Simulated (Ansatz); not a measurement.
The end point of a relaxation of Cu. Space group Fm-3m (No. 225), fcc (Cu type). These are PBEsol (plane waves to 420 eV, PAW, scalar-relativistic; Ansatz, a program for electronic structure) values and carry that method's errors.

Space group Fm-3m (No. 225); a = b = c = 3.5638 Å, α = β = γ = 90.00°

```csv
atom,site,symmetry,x,y,z
Cu,4a,m-3m,0.0000,0.0000,0.0000
```
(The calculation used a cell of 1 atom; values per cell refer to that cell.)

For Cu, the volume per atom comes out as 11.32 Å³ and the density comes out as 9.33 g/cm³. The band gap is no gap (metallic). The shortest distances is Cu–Cu 2.52 Å and the k-mesh is 22×22×22.

No spin polarisation in the result.

Measured for Cu: a 3.595 Å (static lattice; corrected from measurement; as listed in Gábor I. Csonka et al., Physical Review B (2009)). Computed minus measured — a: PBEsol -0.9 %. The computed values are for a static lattice.

The run could not lose the symmetry of its start.
